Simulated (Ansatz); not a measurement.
Relaxation of C₃H₅Cl (9 atoms, charge 0, multiplicity 1), to a largest force component of 0.015 eV/Å in at most 40 steps.

Theory: RKS BLYP-D4/def2-SVP (Ansatz).

```xyz
9
Properties=species:S:1:pos:R:3:forces:R:3
C -0.253 1.280 -0.434 -2.93 4.90 -0.61
C 0.348 0.153 -0.385 2.40 -3.20 -0.69
C 0.035 -0.924 0.594 -2.83 0.38 -1.17
Cl 0.162 -0.304 2.211 0.28 0.20 2.09
H -0.040 2.059 -1.212 0.13 -0.48 0.45
H -1.111 1.582 0.236 0.66 -0.41 -0.27
H 1.181 -0.032 -1.091 -0.07 -0.14 0.04
H 0.599 -1.796 0.433 1.39 -1.57 0.01
H -1.057 -1.259 0.445 0.97 0.31 0.15
```

Question: Where does it end, and by what steps?

Answer: The run converged. The force dipped under the threshold on the way, but the program's further checks kept it going. After 18 steps the energy has fallen by 0.532 eV; Cl4 moved furthest, 0.88 Å.

```
step  energy less start (eV)  largest force component (eV/Å)  accepted
   0                  0.0000                           4.901       yes
   1                 -0.3415                           1.583       yes
   2                 -0.3862                           0.646       yes
   3                 -0.3771                           1.211        no
   4                 -0.4256                           0.214       yes
   5                 -0.4251                           0.200        no
   6                 -0.4303                           0.098       yes
   7                 -0.4352                           0.054       yes
   8                 -0.4438                           0.106       yes
   9                 -0.4559                           0.260       yes
  10                 -0.4633                           0.576       yes
  11                 -0.5154                           0.292       yes
  12                 -0.5152                           0.348        no
  13                 -0.5259                           0.100       yes
  14                 -0.5245                           0.158        no
  15                 -0.5304                           0.050       yes
  16                 -0.5315                           0.014       yes
  17                 -0.5317                           0.026       yes
  18                 -0.5317                           0.013       yes
```

```xyz
9
Properties=species:S:1:pos:R:3
C -0.390 1.263 -0.660
C 0.412 0.269 -0.234
C -0.050 -0.868 0.625
Cl 0.840 -0.872 2.244
H -0.014 2.069 -1.306
H -1.456 1.301 -0.381
H 1.478 0.257 -0.515
H 0.175 -1.852 0.171
H -1.130 -0.809 0.854
```

Run time: 48 s on 1 thread of Intel(R) Xeon(R) Platinum 8259CL CPU @ 2.50GHz (Skylake/Cascade Lake) (shared host), peak memory 0.13 GiB.
